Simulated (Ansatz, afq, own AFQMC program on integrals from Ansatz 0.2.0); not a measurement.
Where AFQMC and coupled cluster stand for H₂Cl, doublet

```json
{"atom": "H", "x (Å)": "0.0000", "y (Å)": "0.0000", "z (Å)": "-1.1410"}
{"atom": "H", "x (Å)": "0.0000", "y (Å)": "0.0000", "z (Å)": "-0.3960"}
{"atom": "Cl", "x (Å)": "0.0000", "y (Å)": "0.0000", "z (Å)": "1.5370"}
```

Basis cc-pVTZ. Noble-gas cores (and the filled d shells of Ga–Kr and In–Xe) are frozen. Integrals, coupled cluster, full CI and functionals: Ansatz 0.2.0; the random walks run on the same integrals in our own AFQMC program. ph-AFQMC/CISD is guided by a CISD state made of CCSD amplitudes; releasing the constraint for a short imaginary time cuts its bias at the price of noise, slowly where states lie close. ± is one standard error of the sampling.

Determinant: UHF, the one that the program's search chose, which needn't be the lowest solution. The geometry is a point of a scan.

No full CI on the walks' own integrals is used here; CCSDT(Q) serves as the reference and is uncertain by about the last step of the cluster series.

```
T1 diagnostic                               : 0.0109
weight of the determinant in the CISD state : 0.912
⟨S²⟩ of the determinant                     : 0.764
size of the correlated space                : 9 electrons in 57 orbitals
```

Reference: CCSDT(Q), correlation energy -6.370 eV. The released energy is read at 2.40 1/Eh (meV from the phaseless value at times in 1/Eh: -5.6 ± 2.0 at 0.24, -8.7 ± 1.8 at 0.51, -12.0 ± 1.8 at 0.99, -16.3 ± 2.1 at 1.62, -17 ± 3 at 2.40).

```json
{"level": "HF", "E − E(reference) (kJ/mol)": "614.6", "share of correlation (%)": "0.00"}
{"level": "MP2", "E − E(reference) (kJ/mol)": "97.6", "share of correlation (%)": "84.12"}
{"level": "CCSD", "E − E(reference) (kJ/mol)": "19.2", "share of correlation (%)": "96.87"}
{"level": "CCSD(T)", "E − E(reference) (kJ/mol)": "2.4", "share of correlation (%)": "99.61"}
{"level": "CCSDT", "E − E(reference) (kJ/mol)": "0.5", "share of correlation (%)": "99.92"}
{"level": "ph-AFQMC/CISD", "E − E(reference) (kJ/mol)": "1.3 ± 0.2", "share of correlation (%)": "99.79"}
{"level": "released AFQMC", "E − E(reference) (kJ/mol)": "-0.3 ± 0.3", "share of correlation (%)": "100.05"}
```

A walk keeps the symmetry of its determinant, which the program's search chose and which needn't be the lowest solution, so a lower state of the same spin and another symmetry isn't excluded. Released energies are given only where the last usable release times agree within the noise; a slower fall can still hide under it.
